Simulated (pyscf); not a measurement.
PySCF, gas phase, ωB97X-D3(BJ)/def2-SVP geometries. MP2 and CC: frozen core, UHF for open shells. ΔMP2 is the change of the MP2 total energy from the triple- to the quadruple-zeta basis.

For H₃C–CH₂–ZnH -> ethylene (H₂C=CH₂) + ZnH₂, an elimination (singlet surface; C–H, C–Zn broken, H–Zn formed), PBE/def2-TZVP gives ΔE‡ = 1.90 eV and ΔE = +1.25 eV (zero: the reactant's lowest minimum found). In which direction and how far do M06-2X/def2-TZVP, ωB97M-D3(BJ)/def2-TZVP, CCSD(T)/def2-TZVPP + ΔMP2(QZVPP) move these?

M06-2X: ΔE‡ = 2.04 eV, ΔE = +1.26 eV; ωB97M-D3(BJ): ΔE‡ = 2.09 eV, ΔE = +1.18 eV; CCSD(T): ΔE‡ = 2.00 eV, ΔE = +1.28 eV. PBE's barrier lies under all of them, by 0.10 to 0.18 eV. Its reaction energy lies among theirs. On the product side the descent ends in a complex, 0.24 eV under the separated species and 1.03 eV under the saddle at ωB97X-D3(BJ)/def2-TZVP. At the saddle there is also a short C–Zn contact that neither side keeps. At ωB97X-D3(BJ)/def2-TZVP the barrier from the zero used here is 2.12 eV. One saddle was located; it need not be the lowest between these sides. The CCSD(T) − MP2 part came from Ansatz, without density fitting, on the same reference. The frozen core leaves the outer d or s,p core shells of the metals and heavy elements correlated in the MP2 and CC values, and def2-TZVPP describes them poorly, which can shift differences by a few kcal/mol. Elements up to Kr have no core potential and no relativistic terms here.
